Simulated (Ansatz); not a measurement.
bcc Na, treated with PBEsol-D3(BJ) in Ansatz (PAW).

Numerical settings: plane-wave cutoff 520 eV, 18×18×18 k mesh, Fermi–Dirac smearing 0.05 eV, scalar-relativistic PAW data made under PBE.

Cell (relaxed at this level):

```cif
data_Na
_chemical_formula_sum 'Na1'
_space_group_name_H-M_alt 'P 1'
_space_group_IT_number 1
_cell_length_a 3.49933
_cell_length_b 3.49933
_cell_length_c 3.49933
_cell_angle_alpha 109.471
_cell_angle_beta 109.471
_cell_angle_gamma 109.471
loop_
_space_group_symop_operation_xyz
  'x, y, z'
loop_
_atom_site_label
_atom_site_type_symbol
_atom_site_fract_x
_atom_site_fract_y
_atom_site_fract_z
_atom_site_occupancy
Na1 Na 0.00000 0.00000 0.00000 1
```

### Question
Predict the bulk modulus and pressure derivative B′ of the bulk modulus.

### Answer

- bulk modulus = 9.16 GPa
- pressure derivative B′ of the bulk modulus = 3.7

The run finds no gap.

Measured, for comparison: bulk modulus 7.9 GPa (0 K value with the zero-point phonon effect removed, our sources range from 7.63 to 7.91; as tabulated in Mejia-Rodriguez and Trickey (2018), arXiv:1807.09216). Computed (rounded) less measured: bulk modulus +16 % (+16 % to +20 % over the range).

Static lattice: no zero-point or thermal effects.

Ansatz is an electronic-structure program.
